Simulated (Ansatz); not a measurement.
Saddle point of CH7AlS, closed shell (CH₅Al ([CH3][AlH2]) + H₂S → AlH₃S ([AlH2][SH]) + CH₄; bonds formed: C2–H5; dative contacts that become bonds: Al1–S6; bonds broken: Al1–C2, H5–S6), PBE0-D4/def2-TZVP structure:

| atom | x (Å) | y (Å) | z (Å) |
| --- | --- | --- | --- |
| Al1 | -1.0592 | 0.0394 | -0.3236 |
| C2 | 0.9886 | 0.3104 | -0.6083 |
| H3 | -1.6286 | -0.9388 | -1.4297 |
| H4 | -1.7360 | 1.3819 | 0.1747 |
| H5 | 0.4401 | -0.5708 | 0.5693 |
| S6 | -0.4942 | -1.3239 | 1.5927 |
| H7 | 0.7651 | 0.9312 | -1.4913 |
| H8 | 1.6173 | -0.5051 | -0.9730 |
| H9 | 1.5693 | 0.9470 | 0.0623 |
| H10 | -0.4627 | -0.2712 | 2.4270 |

Energies are electronic, without zero-point energy. Barriers and step energies count from the start structure reached by relaxing down the imaginary mode; all methods use the PBE0-D4 structures, on which another method's saddle can fall below an end. Program: Ansatz 0.2.0. Basis: def2-TZVPP, with def2-QZVPP for the basis limit. Cores are frozen in the correlated methods. B3LYP uses VWN-RPA correlation. Extrapolation: Hartree–Fock as exp(−7.88 √X), correlation as X^−2.97.

```tsv
method	barrier (kJ/mol)	step energy (kJ/mol)
SPW92	30.3	-70.4
PBE-D4	47.1	-79.7
BLYP-D4	61.8	-83.5
r2SCAN-D4	52.6	-82.8
B97M-V	67.8	-86.0
PBE0-D4	59.8	-81.1
B3LYP-D4	71.0	-84.3
r2SCAN0-D4	63.1	-83.6
BHLYP-D4	?	-86.3
CAM-B3LYP-D4	78.1	-82.4
wB97X-V	79.0	-81.8
wB97M-V	?	-82.6
B2PLYP	74.9	-86.7
PBE-QIDH	70.1	-83.5
RPA on PBE	?	-80.3
HF	125.1	-97.0
MP2	71.1	-85.5
CCSD	88.4	-84.2
CCSD(T)	79.5	-83.2
```

Problem. Fill in the withheld barriers. (To be estimated.)

Solution. The calculation gives: BHLYP-D4 87.7; RPA on PBE 80.3; wB97M-V 76.9 kJ/mol. Each is the energy of the saddle less that of the start structure, by the same method.

For comparison, the barrier by CCSD(T) at an estimated basis limit (MP2 extrapolated from triple and quadruple zeta, plus CCSD(T) − MP2 in triple zeta) is 75.5 kJ/mol.

The T1 diagnostic stays at or below 0.011. The end structure is not quite a true minimum (one mode of 59i cm⁻¹).

Exchanges of this kind with a chalcogen hydride build sulfide and selenide films.

Labels in which every atom is bracketed show which atoms are joined, not bond orders.

For scale, one of the runs: CCSD(T)/def2-TZVPP, 213 basis functions, launched by `ansatz run in.yaml --threads 2 --pin off --events-out ev --progress --plain --max-ram 4352MiB`. Time: 18 s of wall clock on 2 CPU threads of an AMD EPYC 9R45; the host was shared. Peak host memory: 2.8 GiB.
